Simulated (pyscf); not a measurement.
PySCF, gas phase, ωB97X-D3(BJ)/def2-SVP geometries.

SMILES: [Mo]([F])([Cl])(=[O])=[O]
```xyz
5

O      1.0703     1.0819    -0.5591
Mo     0.6556    -0.2945     0.2571
O      0.9025     0.0263     1.8598
F     -1.1137    -0.6961    -0.0432
Cl     2.0163    -1.9774    -0.3806
```
Charge 0, spin multiplicity 1.

**Question.** What are the homolytic bond dissociation enthalpies (298 K) of `[O]=[Mo](=[O])([F])[Cl]` at ωB97M-D3(BJ)/def2-TZVP, weakest first?

**Answer.** Cl–Mo to [O=Mo(=O)–F]• + Cl•: 402.0 kJ/mol; F–Mo to [O=Mo(=O)–Cl]• + F•: 524.4 kJ/mol. Ring and multiple bonds, and those that leave no two simple radicals, are not listed. The radicals are drawn with the spin at the cut bond; how far it spreads was not checked. Other isomers of [O=Mo(=O)–Cl]•, [O=Mo(=O)–F]• were not searched in full and may lie lower. Left out: the spin-orbit lowering of Cl, F. Open-shell species with a d-block atom are single-reference here; other states, and whether the spin sits on metal or ligand, were not checked. Elements past Kr carry the def2 core potentials, without spin-orbit coupling.
